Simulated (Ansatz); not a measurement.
Input file:

```yaml
crystal:
  periodic: [false, false, false]
  atoms:
    - {symbol: Al, position_ang: [0.000000, 0.000000, 0.000000]}
    - {symbol: N, position_ang: [0.000000, 0.000000, 3.703000]}
basis:
  gaussian: {orbitals: 6-31G}
correlation: {method: fic_mrcisd_q, electrons: outside_noble_gas, active_space: {window: {electrons: 2, orbitals: 2}}}
```

```sh
$ ansatz run in.yaml --threads 1 --pin off --events-out ev --progress --plain --max-ram 2393MiB
```

Output:

```
270 factors; integrals over basis functions are off by at most 2.1e-4 eV
mean field evaluation 1: about -8053.3904 eV, gradient 1.9e1 eV
mean field evaluation 2: about -8053.3907 eV, gradient 1.9e1 eV
mean field evaluation 4: about -8055.1076 eV, gradient 3.1e0 eV
mean field evaluation 8: about -8055.3308 eV, gradient 4.4e-1 eV
mean field evaluation 16: about -8055.3320 eV, gradient 1.2e-1 eV
mean field evaluation 32: about -8055.2133 eV, gradient 2.9e0 eV
mean field -8055.33220150 eV, -296.0279983050 hartree, gradient 1.7e-6 eV, S^2 0.000000; 4 other end points of the search recorded, 0 dependent functions left out; unrestricted orbitals would lower it
reference -8055.33220150 eV, -296.0279983050 hartree; 10, 10 occupied and 12, 12 virtual orbitals, 270 factors
state -8057.38218035 eV, -296.1033336382 hartree
contracted CI cycle   1: correlation 0.00000000 eV, 0.0000000000 hartree, residual 1.04e1 eV
contracted CI cycle   2: correlation -2.26832002 eV, -0.0833592233 hartree, residual 2.14e0 eV
contracted CI cycle   3: correlation -2.37398519 eV, -0.0872423466 hartree, residual 6.54e-1 eV
contracted CI cycle   4: correlation -2.38892381 eV, -0.0877913308 hartree, residual 4.55e-1 eV
...
contracted CI cycle  11: correlation -3.64043191 eV, -0.1337834051 hartree, residual 2.60e-2 eV
contracted CI cycle  12: correlation -3.64045904 eV, -0.1337844022 hartree, residual 1.44e-2 eV
contracted CI cycle  13: correlation -3.64046856 eV, -0.1337847521 hartree, residual 1.05e-2 eV
contracted CI cycle  14: correlation -3.64047308 eV, -0.1337849180 hartree, residual 5.50e-3 eV
contracted CI cycle  15: correlation -3.64047406 eV, -0.1337849541 hartree, residual 2.67e-3 eV
contracted CI cycle  16: correlation -3.64047432 eV, -0.1337849637 hartree, residual 1.40e-3 eV
contracted CI cycle  17: correlation -3.64047440 eV, -0.1337849668 hartree, residual 9.80e-4 eV
contracted CI cycle  18: correlation -3.64047446 eV, -0.1337849690 hartree, residual 9.11e-4 eV
contracted CI cycle  19: correlation -3.64047450 eV, -0.1337849703 hartree, residual 6.35e-4 eV
contracted CI cycle  20: correlation -3.64047451 eV, -0.1337849708 hartree, residual 2.68e-4 eV
state -8055.69842161 eV, -296.0414566458 hartree; corrected -8060.20963205 eV, -296.2072405714 hartree
state -8055.69842161 eV, -296.0414566458 hartree; corrected -8060.20963205 eV, -296.2072405714 hartree
the orbitals are reached from a further start. From the first start the search ends at -8057.38217995 eV, -296.1033336235 hartree
WARN: the results are in doubt because another end's mean lies 1.684 eV lower, and its corrected mean 0.073 eV higher
Total energy: -8060.20963205 eV, -296.2072405714 hartree
In doubt: another end's mean lies 1.684 eV lower, and its corrected mean 0.073 eV higher
```

Ran on 1 thread of AMD EPYC 7B13, shared host: 0.85 s wall, 0.17 GiB peak host memory.
